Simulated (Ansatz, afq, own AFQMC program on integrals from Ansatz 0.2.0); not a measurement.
Integrals from Ansatz 0.2.0, then the random walk in our own AFQMC program (afq).

```yaml
crystal:
  periodic: [false, false, false]
  atoms:
    - {symbol: N, position_ang: [0.000000, 0.000000, 0.000000]}
    - {symbol: P, position_ang: [0.000000, 0.000000, 1.479400]}
basis:
  gaussian: {orbitals: 6-31G}
total_charge: 1
magnetization: {spin_polarized: true, initial_magnetization: 1}
correlation: {method: ccsd_t, electrons: outside_noble_gas, hamiltonian_folder: ham}
```

```sh
$ ansatz run in.yaml --threads 1 --pin off --events-out ev --progress --plain --max-ram 1843MiB
```

afq runs on the folder ham with

```
--method phaseless --trial hf --walkers 380 --populations 1 --least-time 40 --time-step 0.005 --steps-per-block 20 --equilibration-blocks 112 --max-blocks 600 --target-error 0.00108 --factor-cut 1e-05 --start spin_pure --seed 2462 --taylor-order 6
```

Times are imaginary, in 1/Eh. The walk had a cap of 523 s.

Log:

```
orbitals 16  electrons 5 4  factors 92 of 272
reference energy -394.67194827 Eh
CCSD correlation -0.16295444 Eh in 16 cycles, weight of the determinant in the CISD state 0.6876
energy of the start -394.695598 Eh
 block  time / (1/Eh)  mean weight  energy / Eh
     1     0.100  1.0011  -394.723880
     2     0.200  1.0012  -394.748252
     3     0.300  1.0015  -394.772914
     4     0.400  1.0002  -394.784403
     5     0.500  1.0008  -394.784423
     8     0.800  1.0009  -394.805201
    18     1.800  0.9998  -394.833529
    69     6.900  0.9987  -394.834118
   120    12.000  0.9999  -394.836630
   171    17.100  0.9999  -394.840417
   222    22.200  1.0002  -394.834181
   273    27.300  1.0004  -394.834024
   324    32.400  1.0002  -394.843687
   375    37.500  1.0009  -394.889960
   426    42.600  1.0005  -394.851413
   443    44.300  0.9994  -394.813877
   477    47.700  1.0012  -394.864256
   528    52.800  0.9996  -394.838990
   579    57.900  0.9999  -394.842200
   630    63.000  1.0003  -394.846279
   681    68.100  1.0007  -394.855630
   698    69.800  1.0006  -394.832562
blocks merged  error / Eh  count
     1  0.000624  600
     2  0.000841  300
     4  0.001110  150
     8  0.001345  75
    16  0.001508  37
    32  0.001463  18
    64  0.001709  9
energy -394.844803 +/- 0.001508 Eh
(rows thinned)
```

The run passed its tests (sampling time, drift between the halves within three errors, error under three times the target), which doesn't prove that it has relaxed.

Against this walk (error 41.0 meV) on the same determinant: CCSD(T) 112.9 meV higher, CCSDT(Q) 17.7 meV lower (within the noise), CCSDTQ 23.0 meV lower (within the noise), full CI 34.2 meV lower (within the noise), a separate phaseless walk with a CISD trial and standard settings 63.4 ± 44.5 meV higher (within the noise). The error is statistical and leaves out the bias of the constraint. The determinant has ⟨S²⟩ = 1.58, so the low cluster orders mix in higher spin, while the walk starts as a pure doublet. The determinant is a poor start (see the cautions), so the low cluster orders aren't to be relied on, and full CI is the sure value.

Cautions: constraint bias not in the error; error above the target (41.0 against 29.4 meV); strong correlation (T1 0.110, weight of the determinant 0.69, largest double 0.15); unrestricted determinant spin contaminated (⟨S²⟩ 1.58 against 0.75); CCSD(T) is in doubt: in a space of 9 electrons in 8 natural orbitals full CI lies 96 meV below it.

The walk took 2.7 min on 1 thread of Arm Neoverse V2, on a shared host. The log's last line is the phaseless energy.

CCSDT and higher add their correlation energy to the determinant of the CCSD(T) run, since their own runs factorise the integrals more tightly (a shift of under 2 meV). A walk keeps the symmetry of its determinant, which the program's search chose and which needn't be the lowest solution, so a lower state of the same spin and another symmetry isn't excluded.
